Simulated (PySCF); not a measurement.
Compound: C4H6OS.
SMILES with atom numbers: `[O:1]=[S@:2]1[CH:3]=[CH:4][CH2:5][CH2:6]1` (hydrogens: H7 on C3; H8 on C4; H9, H10 on C5; H11, H12 on C6)

Computed geometry: GFN2-xTB, gas phase.

List the bond lengths, angles and torsions at this level.

```
  bond  length (bohr)   order
 O1=S2          2.768  double
 S2–C3          3.434  single
 C3=C4          2.490  double
 C4–C5          2.830  single
 C5–C6          2.879  single
 S2–C6          3.527  single
 C3–H7          2.030  single
 C4–H8          2.041  single
 C5–H9          2.068  single
C5–H10          2.065  single
C6–H11          2.054  single
C6–H12          2.057  single
```

Orders are formal, as drawn. A selection of angles:
```
     angle  degrees
  O1–S2–C3    107.4
  O1–S2–C6    106.8
  C3–S2–C6     88.7
  S2–C3–C4    114.3
  S2–C3–H7    118.4
  C4–C3–H7    127.3
  C3–C4–C5    116.6
  C3–C4–H8    124.2
  C5–C4–H8    119.1
  C4–C5–C6    107.2
  C4–C5–H9    109.0
 C4–C5–H10    110.8
  C6–C5–H9    110.8
 C6–C5–H10    111.7
 H9–C5–H10    107.3
 C5–C6–H11    113.0
 C5–C6–H12    112.2
  S2–C6–C5    108.3
 S2–C6–H11    108.4
 S2–C6–H12    105.1
H11–C6–H12    109.4
```

Torsions: O1–S2–C3–C4 119° (anticlinal); S2–C3–C4–C5 -1° (synperiplanar); C3–C4–C5–C6 -15° (synperiplanar); C4–C5–C6–S2 22° (synperiplanar); O1–S2–C6–C5 -127° (anticlinal).

The 2 C–S bonds span 1.817 Å (S2–C3, drawn single) to 1.867 Å (S2–C6, drawn single), a spread of 0.050 Å. S2 (sulfinyl sulfur) is pyramidal (angles 107.4°, 106.8° and 88.7°, sum 302.8°, 0.75 Å off the plane of its three neighbours). The 5-membered ring S2–C3–C4–C5–C6 has internal angles of 88.7° to 116.6°; it is puckered, 0.11 Å rms from its mean plane, widest ring torsion 22°. The C–C distances run from 1.317 Å (C3=C4, drawn double) to 1.524 Å (C5–C6, drawn single), a spread of 0.207 Å.

Point group: C1 (no symmetry element, even within 0.4 Å). Stationary, but not proved a minimum. The numbers are those of one conformer.
